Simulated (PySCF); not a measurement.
## Fluorine: a sound run and one with changed settings

Sound run: F [He] 2s2 2p5, F+ [He] 2s2 2p4. Calculation: PySCF 2.14, in cc-pVTZ (4s3p2d1f, 30 functions); the non-relativistic Hamiltonian (point nucleus). The sound run starts from symmetry-adapted Hartree-Fock orbitals and uses a fine grid where one is needed.

A second run was set up differently.

```csv
species,method,sound run (hartree),changed run (hartree),converged
F,UHF,-99.40552,-99.40552,yes
F,M06-L,-99.74375,-99.74551,yes
F,r2SCAN,-99.72100,-99.72272,yes
F+,UHF,-98.83026,-98.83026,yes
F+,M06-L,-99.11097,-99.11718,yes
F+,r2SCAN,-99.07794,-99.08028,yes
```

Ionisation energy of F:

| method | sound run (eV) | changed run (eV) |
| --- | --- | --- |
| UHF | 15.654 | 15.654 |
| M06-L | 17.219 | 17.098 |
| r2SCAN | 17.498 | 17.482 |

(1) What was changed?
A. level shift left on
B. basis contracted for another Hamiltonian
C. minimal basis
D. angular grid far too coarse

Answers

(1) D. It used 26 angular points. A coarse angular grid integrates products of high-l functions wrongly, so density functionals can shift, and the SCF can exploit the error; Hartree-Fock and MP2 need no grid.
